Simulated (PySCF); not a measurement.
**ethene: calculation against experiment**

**What was measured.**

From NIST CCCBDB Release 22 (SRD 101), experimental polarizabilities, for the gas: mean polarisability 4.188 Å³.

Wang, Chong, Molecules 2025, 30, 2887 (The role of exchange energy in modeling core-electron binding energies of strongly polar bonds) lists, for the gas: C 1s binding energy of C1/C2 290.82 eV.

CORE65 (Golze, Keller, Rinke, J. Phys. Chem. Lett. 2020, 11, 1840), as tabulated in Jana, Herbert, J. Chem. Phys. 2023, 158, 094111, SI lists, for the gas: C 1s binding energy of C1/C2 290.82 eV.

The results are set against them at the end.

Compound: ethene, C2H4.
Atom-mapped SMILES: `[CH2:1]=[CH2:2]` (hydrogens: H3, H4 on C1; H5, H6 on C2)

Cartesian coordinates in Å at the GFN2-xTB level; atoms count from 1:
```xyz
6
C2H4 angstrom
C      0.6438    0.1326   -0.0483
C     -0.6427   -0.1323    0.0412
H      1.0177    1.1431   -0.0770
H      1.3859   -0.6476   -0.0978
H     -1.3840    0.6485    0.0902
H     -1.0175   -1.1423    0.0700
```

The PySCF runs (gas phase, on this GFN2-xTB geometry; non-relativistic but for the core-level run):

```tsv
level	job	basis functions
CAM-B3LYP/def2-SVPD	8 singlets by full TDDFT, 3 Tamm–Dancoff triplets, polarisability	72
OPBE/IGLO-II	3 singlets by full TDDFT, polarisability	68
delta-SCF UKS SCAN, pcX-2 on the ionised atom, pcseg-1 elsewhere, spin-free X2C	ΔSCF core ionisation, 1 hole	79
```

**Comparison with experiment**

**Mean polarisability.** Measured: 4.188 Å³ (NIST CCCBDB Release 22 (SRD 101), experimental polarizabilities).

```
              level  computed (Å³)  computed − measured (Å³)  % (from the printed values)
CAM-B3LYP/def2-SVPD          3.901                    -0.287                           -7
       OPBE/IGLO-II          3.319                    -0.869                          -21
```

Closest is CAM-B3LYP/def2-SVPD (-0.287 Å³), furthest OPBE/IGLO-II (-0.869 Å³); one molecule doesn't rank methods. The computed values are static and purely electronic, with core orbitals frozen in the response (1 au = 0.148185 Å³). The table of measured values doesn't say here whether a value is static or optical, or holds a vibrational part.

**Core binding energies.** Delta-SCF UKS SCAN, pcX-2 on the ionised atom, pcseg-1 elsewhere, spin-free X2C (PySCF 2.14.0).

```tsv
level and atom	computed (eV)	measured (eV)	computed − measured (eV)
C 1s, C1/C2	290.67	290.82 and 290.82	-0.15
```

Sources, in the order of the opening: Wang, Chong, Molecules 2025, 30, 2887 (The role of exchange energy in modeling core-electron binding energies of strongly polar bonds); CORE65 (Golze, Keller, Rinke, J. Phys. Chem. Lett. 2020, 11, 1840), as tabulated in Jana, Herbert, J. Chem. Phys. 2023, 158, 094111, SI. The computed values are vertical, without vibrational structure; measured positions hang on the energy calibration. The first atom of each set that the bonding makes equivalent was ionised and stands for the set.

No measured geometry was used, and the causes of the misses weren't examined.
